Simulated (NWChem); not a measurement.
System: tetrafluoromethane (CF4); SMILES FC(F)(F)F

```xyz
5

F     -0.7204    -0.7043    -0.8461
C      0.0000     0.0000     0.0000
F      1.1641    -0.5864     0.1788
F      0.1876     1.2089    -0.4841
F     -0.6313     0.0818     1.1514
```
Atoms are numbered in this order, from 1.

All runs: NWChem. Pople sets run with spherical d functions. Structure relaxed at the PBE0/def2-SVP level. B3LYP is NWChem's, with the RPA form of VWN correlation. Total energies compare along this basis series because the functional is fixed.

```tsv
level	basis functions	energy (Ha)	highest occupied level (eV)	orbital gap (eV)
B3LYP/STO-3G	25	-431.1521	-6.37	16.70
B3LYP/3-21G	45	-435.0967	-11.36	16.90
B3LYP/6-31G*	70	-437.4715	-11.63	17.08
B3LYP/6-31+G*	90	-437.5017	-12.38	12.62
B3LYP/def2-SVP	70	-437.1527	-11.99	16.87
B3LYP/def2-SVPD	112	-437.1818	-12.46	12.89
B3LYP/def2-TZVP	155	-437.6865	-12.29	14.57
B3LYP/6-311++G**	110	-437.6257	-12.43	12.66
B3LYP/aug-cc-pVTZ	230	-437.6688	-12.35	12.46
```
